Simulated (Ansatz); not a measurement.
**Al₂H₂ (singlet): from Hartree-Fock to the top rungs at scale of all distances = 1.514, 6-31G**

Aim: climb from Hartree-Fock through coupled cluster and multireference methods for Al₂H₂ (singlet) at one geometry and basis, and see what each rung misses.

Program: Ansatz 0.2.0, Gaussian basis. Level of theory: 6-31G, core rule «outside noble gas», up to 10 orbitals frozen. These are calculated values, not measurements.

The runs, in order: UHF; CCSD(T) on RHF; CCSD(T) on UHF; BCCD(T) on RHF; CISD; CCSDT(Q) on RHF; CCSDT(Q) on UHF; CISDTQ; CCSDTQ on RHF; CASSCF and MRCISD+Q, 2 electrons in 2 orbitals; CASSCF and NEVPT2, 2 electrons in 2 orbitals; CASSCF and MRCISD+Q, 8 electrons in 10 orbitals; CASSCF and NEVPT2, 8 electrons in 10 orbitals; Full CI.

8 further runs of the same task are left out: 6 that didn't finish, 2 set aside as unsound or not needed.

**1. The system**

The geometry derives from a PBE0/def2-TZVP stationary point (not a proven minimum). All distances are scaled together.

4 atoms, charge 0, spin multiplicity 1.

Atoms are counted from 1 here; the program's logs count them from 0.

No contacts short enough for the rule that draws bonds.

**2. UHF**

in.yaml reads:

```yaml
crystal:
  periodic: [false, false, false]
  atoms:
    - {symbol: Al, position_ang: [0.000000, -0.232405, 1.980901]}
    - {symbol: Al, position_ang: [0.000000, 0.232405, -1.980901]}
    - {symbol: H, position_ang: [0.000000, 1.731862, 3.455729]}
    - {symbol: H, position_ang: [0.000000, -1.731862, -3.455729]}
basis:
  gaussian: {orbitals: 6-31G}
magnetization: {spin_polarized: true, initial_magnetization: 0}
hamiltonian: {xc: hf}
output: {orbitals: {seedname: orbitals}}
```

Started as:

```
$ ansatz run in.yaml --threads 1 --pin off --events-out ev --progress --plain --max-ram 2393MiB
```

After this run come: CCSD(T) on RHF; CCSD(T) on UHF; BCCD(T) on RHF; CISD; CCSDT(Q) on RHF; CCSDT(Q) on UHF; CISDTQ; CCSDTQ on RHF; CASSCF and MRCISD+Q, 2 electrons in 2 orbitals; CASSCF and NEVPT2, 2 electrons in 2 orbitals; CASSCF and MRCISD+Q, 8 electrons in 10 orbitals; CASSCF and NEVPT2, 8 electrons in 10 orbitals; Full CI.

Before running them: what should the planned runs give, taken together? Wanted: FCI below the RHF energy; RMP2 from FCI; RCCSD from FCI; RCCSD(T) from FCI; RCCSDT(Q) from FCI; NEVPT2 pair from FCI; MRCISD+Q pair from FCI; NEVPT2 valence from FCI; T1 diagnostic.

**Answer**, as computed:

| quantity | value |
| --- | --- |
| FCI below the RHF energy | -3.3771 eV |
| RMP2 from FCI | +1385.0 meV |
| RCCSD from FCI | +61.0 meV |
| RCCSD(T) from FCI | +21.0 meV |
| RCCSDT(Q) from FCI | +1.1 meV |
| NEVPT2 pair from FCI | +1059.0 meV |
| MRCISD+Q pair from FCI | -76.4 meV |
| NEVPT2 valence from FCI | +147.3 meV |
| levels within 1 kcal/mol (43 meV) | RCCSD(T), BCCD(T), RCCSDT, CISDTQ, RCCSDT(Q), RCCSDTQ, MRCISD valence, MRCISD+Q valence |
| T1 diagnostic | 0.032 |
| effectively unpaired electrons | 0.33 |

**Reading.** RCCSD(T) misses by +21.0 meV, 0.6 % of the correlation energy. MRCISD+Q pair falls below full CI: the +Q correction isn't variational, and the cores differ from full CI's. The occupations show some static correlation. Of the multireference levels listed MRCISD+Q valence comes nearest in total energy (+11.3 meV), which doesn't show that its space is the better one. These misses are within one basis, not against nature.
